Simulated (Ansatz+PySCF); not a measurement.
Two shapes of doublet C2H4NO.

Shape 1:

```xyz
8

C     0.0000   -0.1855   -1.2318
N     0.0000    0.4738   -0.0257
C     0.0000   -0.1538    1.2028
H     0.0000    0.3970   -2.1373
H     0.0000   -1.2615   -1.2091
H     0.0000    1.4835   -0.0239
H     0.0000    0.6032    2.0736
O     0.0000   -1.3568    1.3515
```

Shape 2:

```xyz
8

C     0.0000   -0.1839   -1.2268
N     0.0000    0.4754   -0.0207
C     0.0000   -0.1522    1.2078
H     0.0000    0.3986   -2.1323
H     0.0000   -1.2598   -1.2041
H     0.0000    1.4852   -0.0189
H     0.0000    0.5720    2.0408
O     0.0000   -1.3353    1.3541
```

Basis set: cc-pVTZ (spherical functions). Frozen core: 4 orbitals. Correlation on ROHF uses semicanonical orbitals with singles. Charge 0, multiplicity 2.

Computed with Ansatz (development build ahead of 0.2.0) and PySCF 2.14.0; each method stands on the lowest determinant of its kind that the runs found.

(1) Which shape is lower in energy, and by how much in each method?

## Answers

(1)

| method | E(2) − E(1) (eV) |
| --- | --- |
| ROHF | -0.099 |
| UHF | -0.097 |
| ROHF-MP2 | -0.023 |
| UHF-MP2 | -0.024 |

Shape 2 is lower.
